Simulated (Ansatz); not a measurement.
CH7NSi, SMILES `C[SiH2]N`. Total charge 0; spin multiplicity 1.

```
atom   x (Å)   y (Å)   z (Å)
  C1   0.012  -1.366   0.300
 Si2   0.067   0.249  -0.642
  N3  -0.094   1.685   0.293
  H4   0.123  -2.213  -0.384
  H5  -0.937  -1.483   0.829
  H6   0.818  -1.421   1.037
  H7  -1.042   0.252  -1.635
  H8   1.375   0.337  -1.348
  H9  -0.985   1.950   0.678
 H10   0.663   2.010   0.871
```

What are the harmonic wavenumbers in cm⁻¹ at PBE0-D4/def2-TZVP (Ansatz, finite differences of forces, unscaled)? (Best estimate.)

Ansatz gave: 145, 174, 235, 330, 471, 660, 669, 749, 852, 894, 909, 934, 942, 1272, 1447, 1449, 1583, 2210, 2210, 3042, 3125, 3131, 3610, 3704.

Is this a minimum?

Yes, all 24 modes are real.

Give the ideal-gas thermochemistry at 298.15 K and 1 bar (rigid rotor, harmonic oscillator; point group Cs, symmetry number 1).

Zero-point energy 207.8 kJ/mol; H(298) − E = 225.7 kJ/mol; entropy 304.4 J/(mol·K), of which translation 160.2, rotation 99.6, vibration 44.6; G(298) − E = 135.0 kJ/mol.

And at 400, 500, 600, 800 and 1000 K?


```tsv
T (K)	H − E (kJ/mol)	S (J/mol/K)	G − E (kJ/mol)
400	236.0	334.0	102.4
500	247.9	360.4	67.7
600	261.1	384.5	30.4
800	290.8	427.1	-50.8
1000	324.0	464.0	-140.0
```
